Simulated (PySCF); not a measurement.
C4H8. Atoms are numbered in the order given.

```xyz
12

C     -1.2742     0.0000    -0.6796
C      0.0000     0.0000     0.1237
C      1.2742     0.0000    -0.6796
C      0.0000     0.0000     1.4633
H     -1.3225    -0.8840    -1.3400
H     -1.3225     0.8840    -1.3400
H     -2.1672     0.0000    -0.0379
H      1.3225    -0.8840    -1.3400
H      2.1672     0.0000    -0.0379
H      1.3225     0.8840    -1.3400
H      0.9330     0.0000     2.0344
H     -0.9330     0.0000     2.0344
```

The structure is a stationary point at B3LYP-D3(BJ)/def2-SVP.

Method: PySCF with PBE/def2-TZVP.

The molecule is in vacuum.

```json
{
 "total_energy": "-157.05283 hartree",
 "point_group": "C2v",
 "highest_occupied_level": "-5.92 eV",
 "lowest_empty_level": "-0.54 eV",
 "orbital_gap": "5.38 eV",
 "dipole_moment": "0.58 D",
 "quadrupole, principal values (traceless, Buckingham form, about the centre of nuclear charge)": "-2.12, 0.59, 1.53 D·Å",
 "mean_static_polarisability": "52.2 bohr³ (7.74 Å³)",
 "polarisability_principal_values": "39.1, 52.9, 64.6 bohr³"
}
```
